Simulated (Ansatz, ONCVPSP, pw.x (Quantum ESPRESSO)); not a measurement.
# As (Z = 33) (bcc): variants of one ONCV potential in the solid

ONCVPSP 4.0.1.1 (patched build) input, shortened (lines: element, Z, core and valence counts, functional; n l f; lmax; l rc ep ncon nbas qcut; lloc lpopt rc5 dvloc0; l nproj debl; icmod fcfact rcfact), LDA (Perdew-Wang 92), scalar-relativistic:

```
  As 33.00    6    2  -001012      upf
    1    0    2.00
    2    0    2.00
    2    1    6.00
    3    0    2.00
    3    1    6.00
    3    2   10.00
    4    0    2.00
    4    1    3.00
    2
    0    1.65    0.00    3    7    4.90
    1    2.00    0.00    4    8    4.30
    2    2.15    0.15    4    8    4.10
    4    5    1.30    0.00
    0    1    2.40
    1    2    3.30
    2    2    2.50
    2    0.50    0.60
```

Crystal test: bcc As in pw.x 7.5, no spin, 14³ k-points, Fermi–Dirac smearing 0.01 Ry, cutoffs set for each file from its atomic test. The reference is all-electron LAPW (Ansatz 0.2.0) with the same functional, mesh and smearing; V0 and B0 come from Birch–Murnaghan fits to the pressures at five volumes. Errors are pseudo minus all-electron; Δ is the rms difference of the E(V) curves that follow from these fits, minima aligned, over ±6 % about the mean V0. Mesh and smearing are coarse, so the numbers serve the comparison and aren't converged zero-temperature values; the lattice is a test structure that the element need not adopt.

All-electron: a0 = 3.295 Å (V0 = 17.88 Å³/atom), B0 = 97.1 GPa.

Base: The generator flags a localised state at positive energy (s at 7 eV).

| change | cutoffs (Ry) | pw.x | a0 (Å) | a0 error (%) | B0 error (%) | Δ (meV/atom) | mean pressure error (GPa) |
| --- | --- | --- | --- | --- | --- | --- | --- |
| base | 50/200 | converged | 3.281 | -0.40 | +1.2 | 4.6 | -1.17 |
| d: nproj 1 | 50/200 | converged | 3.277 | -0.54 | +1.4 | 6.2 | -1.57 |
| p: rc 2.98 | 50/200 | converged | 3.280 | -0.43 | +1.8 | 4.9 | -1.25 |
| p: qcut 4.6 | 50/200 | converged | 3.282 | -0.39 | +1.1 | 4.5 | -1.14 |
| p: ncon 5, nbas 9 | 70/280 | converged | 3.281 | -0.40 | +1.4 | 4.6 | -1.17 |
| core correction Teter function fitted to the true core (icmod 2), fcfact 0.6 | 50/200 | converged | 3.281 | -0.40 | +1.2 | 4.6 | -1.18 |
